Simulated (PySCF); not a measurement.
A search over the determinants of AlSi

Unrestricted PBE0; Al def2-TZVP, Si def2-TZVP; no relativity (PySCF 2.14). Outer shells of the fragments: Al 3s2 3p1; Si 3s2 3p2.

Followed along the bond (rough minima from three points):

```csv
2Ms+1,unpaired,⟨S²⟩ at the start,R at minimum (Å),Te (eV)
4,"σ ↑, π ↑↑",3.75,2.42,0.00
2,"σ ↓, π ↑↑",1.78,2.40,0.25
2,"σ ↑, π ↑↓",1.77,2.42,0.33
2,π ↑,0.78,2.26,1.05
2,σ ↑,0.76,2.43,1.08
```

Solutions found at the starting distance of 2.310 Å, counted from the lowest of them; the search is not exhaustive and high or unbound solutions are not listed, so other states can lie among these:

| 2Ms+1 | unpaired | term | E (eV) | ⟨S²⟩ | ⟨Lz²⟩ | μ (D) |
| --- | --- | --- | --- | --- | --- | --- |
| 4 | σ ↑, π ↑↑ | ⁴Σ⁻ | 0.00 | 3.75 | 0.00 | -1.17 |
| 2 | σ ↓, π ↑↑ | mixed | 0.24 | 1.78 | 0.00 | -1.31 |
| 2 | σ ↑, π ↑↓ | mixed | 0.33 | 1.77 | 2.03 | -1.19 |
| 2 | π ↑ | ²Π | 1.02 | 0.78 | 1.01 | -2.04 |
| 2 | σ ↑ | mixed | 1.09 | 0.76 | 2.00 | -0.99 |
| 2 | π ↑ | ²Π | 1.36 | 0.76 | 1.01 | 0.57 |
| 4 | π ↑↑↑ | ⁴Π | 2.50 | 3.78 | 1.01 | -0.69 |
| 4 | σ ↑, π ↑↑ | mixed | 2.88 | 3.76 | 2.02 | 0.92 |

A term symbol is given only where ⟨S²⟩ and ⟨Lz²⟩ are close to those of a pure state; real π, δ and φ orbitals otherwise mix terms. A positive dipole means Al(−)Si(+).
